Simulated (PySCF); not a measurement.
C: electron affinity

C⁻ [He] 2s2 2p3 (4S) → C [He] 2s2 2p2 (3P), as a difference of total energies. Calculation: PySCF 2.14, in x2c-QZVPPall with one added diffuse shell each of s, p, d, f type (8s5p4d3f1g, 73 functions); scalar relativity by spin-free X2C-1e. Correlated levels: valence: 1s2 frozen; valence and next inner shell: nothing frozen. The calculations carry no spin-orbit coupling.

```csv
method,electron affinity (eV)
UHF,0.448
LDA,1.806
PBE,1.587
PBE0,1.412
r2SCAN,1.485
MN15,1.320
LC-wPBE,1.431
B3LYP,1.372
M06-L,1.312
MP2 (valence),1.275
SCS-MP2 (valence),0.981
MP2 (valence and next inner shell),1.283
SCS-MP2 (valence and next inner shell),0.986
```

Problem. How much does correlation contribute at MP2 (valence and next inner shell)?

Solution. 1.283 − (0.448) = 0.835 eV, measured against UHF.

Errors of the correlated levels include the incompleteness of this basis and the frozen core.

In the anion the highest occupied orbital energy is positive at LDA, PBE, PBE0, r2SCAN, MN15, B3LYP, M06-L, a self-interaction effect; the basis confines that electron, and the energy difference can still be sensible.

For comparison: 1.262 eV (measured; photodetachment measurements, as compiled on the Wikipedia data page of electron affinities).
